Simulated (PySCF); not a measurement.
SMILES Cl, ClH

Geometry:
| atom | x (Å) | y (Å) | z (Å) |
| --- | --- | --- | --- |
| Cl1 | 0.651 | -0.002 | -0.003 |
| H2 | -0.634 | 0.005 | -0.011 |

Method used: GIAO B3LYP/pcseg-1 magnetisability, rotational g tensor and spin-rotation constants, non-relativistic, gas phase (PySCF 2.14.0). Geometry: PBE0-D3(BJ)/def2-SVP.

(1) What are the magnetisability and the molar susceptibility?

(2) Split it along the inertial axes a, b, c into diamagnetic and paramagnetic parts about the centre of mass, with the quadrupole moment.

(3) And the rotational g tensor?

## Answers

(1) Isotropic -411 × 10⁻³⁰ J/T², or -24.7 × 10⁻⁶ cm³/mol; principal values -414, -409, -409 × 10⁻³⁰ J/T², anisotropy 5 × 10⁻³⁰ J/T² (root of half the summed squared differences of the principal values). The susceptibility is in cgs units.

(2) 
| axis | χ (10⁻⁶ cm³/mol) | diamagnetic (10⁻⁶ cm³/mol) | paramagnetic (10⁻⁶ cm³/mol) | summed x² of all electrons (Å²) | quadrupole Θ (D Å) |
| --- | --- | --- | --- | --- | --- |
| a | -24.9 | -24.9 | 0.0 | 3.7 | +3.80 |
| b | -24.6 | -28.3 | 3.6 | 2.9 | -1.90 |
| c | -24.6 | -28.3 | 3.6 | 2.9 | -1.90 |

Anisotropies 2χaa − χbb − χcc = -0.6 and 2χbb − χaa − χcc = +0.3 × 10⁻⁶ cm³/mol. Θ is traceless in Buckingham's convention.

(3) 
```
axis  rotational constant (GHz)        g  nuclear part  electronic part
   b                   312.4043  +0.4504        0.9852          -0.5347
   c                   312.4043  +0.4504        0.9852          -0.5347
```
Linear; isotopes 35Cl, 1H; no vibrational averaging.
